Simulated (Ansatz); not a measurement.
# SiBNH₄ (SMILES B[SiH]=N): one structure at several levels

How do the functionals fare away from a minimum? The structure is a structure displaced at random from a GFN2-xTB minimum.

Program: Ansatz 0.2.0, Gaussian basis. Level of theory: single points in def2-TZVPP. These are calculated values, not measurements.

Cores are frozen in the correlated methods.

## Step 1: Starting geometry

SMILES `B[SiH]=N`, 7 atoms, charge 0, spin multiplicity 1.

Atoms are counted from 1 here; the program's logs count them from 0.

Bond lengths: B1–Si2 1.969 Å, B1–H4 1.215 Å, B1–H5 1.155 Å, Si2–N3 1.613 Å, Si2–H6 1.475 Å, N3–H7 1.024 Å. Angles: Si2–B1–H4 118.9°, Si2–B1–H5 122.8°, H4–B1–H5 118.3°, B1–Si2–N3 115.9°, B1–Si2–H6 116.5°, N3–Si2–H6 127.6°, Si2–N3–H7 125.2°.

Geometry (Å):

```xyz
7
charge 0, multiplicity 1
B    -1.1303    0.4105   -0.7410
Si    0.4296    0.1942    0.4404
N     1.1317   -1.2573    0.4199
H    -1.4810   -0.5277   -1.4292
H    -1.7495    1.3843   -0.7869
H     0.8081    1.3667    1.2512
H     1.9898   -1.5042    0.9202
```

## Step 2: CCSD(T)/def2-TZVPP

File run/in.yaml:

```yaml
crystal:
  periodic: [false, false, false]
  atoms:
    - {symbol: B, position_ang: [-1.130300, 0.410500, -0.741000]}
    - {symbol: Si, position_ang: [0.429600, 0.194200, 0.440400]}
    - {symbol: N, position_ang: [1.131700, -1.257300, 0.419900]}
    - {symbol: H, position_ang: [-1.481000, -0.527700, -1.429200]}
    - {symbol: H, position_ang: [-1.749500, 1.384300, -0.786900]}
    - {symbol: H, position_ang: [0.808100, 1.366700, 1.251200]}
    - {symbol: H, position_ang: [1.989800, -1.504200, 0.920200]}
basis:
  gaussian: {orbitals: def2-TZVPP}
correlation: {method: ccsd_t}
output: {forces: true}
```

The command line of these runs was not kept.

## Step 3: PBE0-D4/def2-TZVPP

Changes to run/in.yaml since step 2:

```diff
@@ -12,3 +12,3 @@
   gaussian: {orbitals: def2-TZVPP}
-correlation: {method: ccsd_t}
-output: {forces: true}
+hamiltonian: {xc: pbe0, dispersion: d4}
+output: {forces: true, orbitals: {seedname: orbitals}}
```

## Step 4: wB97M-V/def2-TZVPP

Changes to run/in.yaml since step 3:

```diff
@@ -12,3 +12,3 @@
   gaussian: {orbitals: def2-TZVPP}
-hamiltonian: {xc: pbe0, dispersion: d4}
-output: {forces: true, orbitals: {seedname: orbitals}}
+hamiltonian: {xc: {name: wB97M-V}}
+output: {forces: true}
```

## Step 5: r2SCAN-D4/def2-TZVPP

Changes to run/in.yaml since step 4:

```diff
@@ -12,3 +12,3 @@
   gaussian: {orbitals: def2-TZVPP}
-hamiltonian: {xc: {name: wB97M-V}}
+hamiltonian: {xc: r2scan, dispersion: d4}
 output: {forces: true}
```

## Step 6: PBE-D4/def2-TZVPP

Changes to run/in.yaml since step 5:

```diff
@@ -12,3 +12,3 @@
   gaussian: {orbitals: def2-TZVPP}
-hamiltonian: {xc: r2scan, dispersion: d4}
+hamiltonian: {xc: pbe, dispersion: d4}
 output: {forces: true}
```

## Step 7: CAM-B3LYP-D4/def2-TZVPP

Changes to run/in.yaml since step 6:

```diff
@@ -12,3 +12,3 @@
   gaussian: {orbitals: def2-TZVPP}
-hamiltonian: {xc: pbe, dispersion: d4}
+hamiltonian: {xc: {name: CAM-B3LYP}, dispersion: d4}
 output: {forces: true}
```

## Step 8: r2SCAN0-D4/def2-TZVPP

Changes to run/in.yaml since step 7:

```diff
@@ -12,3 +12,3 @@
   gaussian: {orbitals: def2-TZVPP}
-hamiltonian: {xc: {name: CAM-B3LYP}, dispersion: d4}
+hamiltonian: {xc: {name: r2SCAN0}, dispersion: d4}
 output: {forces: true}
```

(Steps that only read results are left out.)

Q: Predict the outcome of this session. Wanted: energy less free atoms, CCSD(T)/def2-TZVPP; RMS force component; RMS force error; HOMO and LUMO, PBE0-D4; T1 diagnostic.

As calculated:

```
                                  quantity                                                                                                   value
energy less free atoms, CCSD(T)/def2-TZVPP                                                                                              -21.682 eV
                       RMS force component                                                                    0.433 to 0.487 eV/Å over the methods
                           RMS force error  PBE0-D4 0.210, wB97M-V 0.270, r2SCAN-D4 0.133, PBE-D4 0.168, CAM-B3LYP-D4 0.320, r2SCAN0-D4 0.283 eV/Å
                    HOMO and LUMO, PBE0-D4                                                                                      -7.48 and -3.37 eV
                             T1 diagnostic                                                                                                   0.020
```

In words: Against CCSD(T) the functionals' energies less atoms differ by -1.175 to -0.305 eV, PBE-D4 by -1.175 eV. CCSD(T) in triple zeta still lacks some correlation energy of the bonds, so part of these gaps is its own basis error and they don't rank the functionals. For forces r2SCAN-D4 does best and CAM-B3LYP-D4 worst. Frozen-core CCSD(T) forces in triple zeta carry basis errors of their own, and this is one geometry, so small gaps rank nothing. The restricted Hartree–Fock reference is unstable towards an unrestricted one at one or more of these structures.
